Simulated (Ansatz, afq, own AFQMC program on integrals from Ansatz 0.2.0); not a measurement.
**NbO, quartet in def2-TZVP, levels against CCSDT(Q)**

```xyz
2

Nb    0.0000    0.0000    0.0000
O     0.0000    0.0000    1.6748
```

Basis def2-TZVP with its core potentials. Only valence electrons are correlated. Integrals, coupled cluster, full CI and functionals: Ansatz 0.2.0; the random walks run on the same integrals in our own AFQMC program. The CISD trial takes its coefficients from CCSD amplitudes. Released means that phaseless walkers are propagated on without the constraint, phases kept. ± is one standard error of the sampling. No spin–orbit coupling. The metal's outer-core s and p shells are frozen, which shifts wave-function levels against functionals.

Determinant: UHF, the one that the program's search chose, which needn't be the lowest solution. The geometry is a PBE0/def2-TZVP stationary point of this or a neighbouring charge and spin state.

No full CI on the walks' own integrals is used here; CCSDT(Q) serves as the reference and is uncertain by about the last step of the cluster series.

Cautions: no spin-orbit coupling; outer-core shells of the metal frozen; higher spins were not checked; (T) is large, 7 % of the CCSD correlation; unrestricted determinant slightly spin contaminated (⟨S²⟩ 3.84 against 3.75); the released energies have errors that jump between times, so the bars are unsure, so no released level is given (meV from the phaseless value at times in 1/Eh: -23 ± 5 at 0.60, -29 ± 9 at 1.20, -261 ± 228 at 2.00, -38 ± 9 at 3.00, -37 ± 16 at 4.20), though the last usable value meets CCSDT(Q) within the noise.

* T1 diagnostic: 0.0363
* weight of the determinant in the CISD state: 0.870
* ⟨S²⟩ of the determinant: 3.840
* size of the correlated space: 11 electrons in 66 orbitals

Reference: CCSDT(Q), correlation energy -9.777 eV.

| level | E − E(reference) (kcal/mol) | share of correlation (%) |
| --- | --- | --- |
| HF | 225.47 | 0.00 |
| MP2 | 4.72 | 97.91 |
| CCSD | 14.69 | 93.48 |
| CCSD(T) | 0.95 | 99.58 |
| CCSDT | 0.88 | 99.61 |
| ph-AFQMC/HF | 0.65 ± 0.79 | 99.71 |
| ph-AFQMC/CISD | 1.16 ± 0.11 | 99.49 |

A walk keeps the symmetry of its determinant, which the program's search chose and which needn't be the lowest solution, so a lower state of the same spin and another symmetry isn't excluded.
